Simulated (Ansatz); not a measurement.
The input, for Ansatz 0.2.0:

```yaml
crystal:
  periodic: [false, false, false]
  atoms:
    - {symbol: B, position_ang: [0.000000, -0.141833, 0.664211]}
    - {symbol: C, position_ang: [0.000000, 0.048026, -0.537888]}
    - {symbol: H, position_ang: [0.000000, 0.668675, 1.540481]}
    - {symbol: H, position_ang: [0.000000, 1.041325, -0.990574]}
    - {symbol: H, position_ang: [0.000000, -0.761002, -1.264598]}
basis:
  gaussian: {orbitals: cc-pVDZ}
magnetization: {spin_polarized: false, initial_magnetization: 2}
correlation: {method: fic_mrcisd_q, electrons: outside_noble_gas, active_space: {window: {electrons: 4, orbitals: 4}}}
```

```sh
$ ansatz run in.yaml --threads 1 --pin off --events-out ev --progress --plain --max-ram 2393MiB
```

Log:

```
392 factors; integrals over basis functions are off by at most 1.2e-3 eV
mean field evaluation 1: about -1742.8479 eV, gradient 1.7e1 eV
mean field evaluation 2: about -1742.8486 eV, gradient 1.7e1 eV
mean field evaluation 4: about -1744.1184 eV, gradient 1.5e0 eV
mean field evaluation 8: about -1744.1336 eV, gradient 6.7e-4 eV
mean field -1744.13355904 eV, -64.0957260784 hartree, gradient 1.6e-6 eV, S^2 2.000000; 0 other end points of the search recorded, 0 dependent functions left out
reference -1744.13355904 eV, -64.0957260784 hartree; 8, 6 occupied and 35, 37 virtual orbitals, 392 factors
state -1744.56615189 eV, -64.1116235727 hartree
contracted CI cycle   1: correlation 0.00000000 eV, 0.0000000000 hartree, residual 1.96e1 eV
contracted CI cycle   2: correlation -4.82636056 eV, -0.1773654791 hartree, residual 3.00e0 eV
contracted CI cycle   3: correlation -4.95135955 eV, -0.1819591075 hartree, residual 7.06e-1 eV
contracted CI cycle   4: correlation -4.95880684 eV, -0.1822327902 hartree, residual 1.73e-1 eV
contracted CI cycle   5: correlation -4.95928210 eV, -0.1822502556 hartree, residual 4.95e-2 eV
contracted CI cycle   6: correlation -4.95932066 eV, -0.1822516727 hartree, residual 1.76e-2 eV
contracted CI cycle   7: correlation -4.95932544 eV, -0.1822518482 hartree, residual 5.88e-3 eV
contracted CI cycle   8: correlation -4.95932599 eV, -0.1822518685 hartree, residual 1.90e-3 eV
contracted CI cycle   9: correlation -4.95932604 eV, -0.1822518705 hartree, residual 6.79e-4 eV
state -1744.56615189 eV, -64.1116235727 hartree; corrected -1749.90038699 eV, -64.3076530968 hartree
state -1744.49861224 eV, -64.1091415362 hartree
contracted CI cycle   1: correlation 0.00000000 eV, 0.0000000000 hartree, residual 1.99e1 eV
contracted CI cycle   2: correlation -4.88847814 eV, -0.1796482580 hartree, residual 2.88e0 eV
contracted CI cycle   3: correlation -5.01716212 eV, -0.1843773072 hartree, residual 7.05e-1 eV
contracted CI cycle   4: correlation -5.02511435 eV, -0.1846695462 hartree, residual 2.03e-1 eV
contracted CI cycle   5: correlation -5.02584601 eV, -0.1846964341 hartree, residual 6.39e-2 eV
contracted CI cycle   6: correlation -5.02591775 eV, -0.1846990707 hartree, residual 2.14e-2 eV
contracted CI cycle   7: correlation -5.02592540 eV, -0.1846993519 hartree, residual 7.25e-3 eV
contracted CI cycle   8: correlation -5.02592630 eV, -0.1846993847 hartree, residual 2.36e-3 eV
contracted CI cycle   9: correlation -5.02592639 eV, -0.1846993882 hartree, residual 7.73e-4 eV
state -1744.49861224 eV, -64.1091415362 hartree; corrected -1749.90754470 eV, -64.3079161376 hartree
state -1744.49861224 eV, -64.1091415362 hartree; corrected -1749.90754470 eV, -64.3079161376 hartree
the orbitals are reached from a further start. From the first start the search ends at -1744.56614912 eV, -64.1116234707 hartree
WARN: the results are in doubt because another end's mean lies 0.068 eV lower, and its corrected mean 0.007 eV higher
Total energy: -1749.90754470 eV, -64.3079161376 hartree
In doubt: another end's mean lies 0.068 eV lower, and its corrected mean 0.007 eV higher
```

Natural occupations: 1.9834 1.0002 1.0000 0.0164.

For the same geometry and basis UCCSDT(Q) lies 37.2 meV lower.

Ran on 1 thread of Arm Neoverse V2, shared host: 1.1 s wall, 0.09 GiB peak host memory.
